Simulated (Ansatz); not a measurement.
# O2 (triplet): from Hartree-Fock to the top rungs, def2-TZVPP

An exercise on one series of results from a longer session: the logs are not shown, and one member is left open.

Program: Ansatz 0.2.0, Gaussian basis. Level of theory: def2-TZVPP, core rule «outside noble gas», up to 2 orbitals frozen. These are calculated values, not measurements.

To be run: UHF; ROHF; CCSD(T) on UHF.

2 further runs of the same task are left out: 2 set aside as unsound or not needed.

**What is computed**

The geometry is a PBE0/def2-TZVP stationary point (not a proven minimum).

2 atoms, charge 0, spin multiplicity 3.

Atoms are counted from 1 here; the program's logs count them from 0.

Bond lengths: O1–O2 1.193 Å.

As a file:

```xyz
2
O2
O     0.0000    0.0000    0.0000
O     0.0000    0.0000    1.1928
```

Set-up of the first run:

Input file in.yaml:

```yaml
crystal:
  periodic: [false, false, false]
  atoms:
    - {symbol: O, position_ang: [0.000000, 0.000000, 0.000000]}
    - {symbol: O, position_ang: [0.000000, 0.000000, 1.192820]}
basis:
  gaussian: {orbitals: def2-TZVPP}
magnetization: {spin_polarized: true, initial_magnetization: 2}
hamiltonian: {xc: hf}
output: {orbitals: {seedname: orbitals}}
```

The run is started by

```sh
ansatz run in.yaml --threads 1 --pin off --events-out ev --progress --plain --max-ram 4096MiB --backend cpu
```

Steps of the session up to this table: UHF; ROHF; CCSD(T) on UHF.

One table of the session follows, with a row left open; its other results are not shown here.

```
  method  from UCCSD(T) (kJ/mol)
    ROHF                 +1237.8
     UHF                 +1178.6
    UMP2                   +53.2
   UCCSD                       ?
UCCSD(T)                       0
```

Q: Estimate the row for UCCSD from the others.

As computed: from UCCSD(T) (kJ/mol): +44.9. In the column «from UCCSD(T) (kJ/mol)» it lies between UCCSD(T) (0) and UMP2 (+53.2).

With the free atoms at the same levels and basis (separate runs), the atomisation energy is 4.922 eV at UCCSD(T), 1.203 eV at ROHF.
